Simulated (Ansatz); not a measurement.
`C/C(S)=C/O`, charge 0, multiplicity 1.

Question: Give a relaxed structure at PBE0-D4/def2-TZVP (the Gaussian-basis code of Ansatz). (An estimate is asked.)

Answer: The calculation gave: 
Z-matrix (Å, degrees):
```
C
C 1 1.492
H 1 1.094 2 111.2
H 1 1.092 2 110.5 3 -120.2
H 1 1.094 2 111.2 3 119.6
S 2 1.757 1 114.7 3 -59.9
C 2 1.330 1 122.2 3 120.1
H 6 1.342 2 96.5 1 180.0
O 7 1.364 2 122.3 1 -180.0
H 7 1.086 2 120.7 1 -0.0
H 9 0.958 7 109.5 2 -179.9
```
Point group Cs.
This is one stationary point; other conformers may exist.
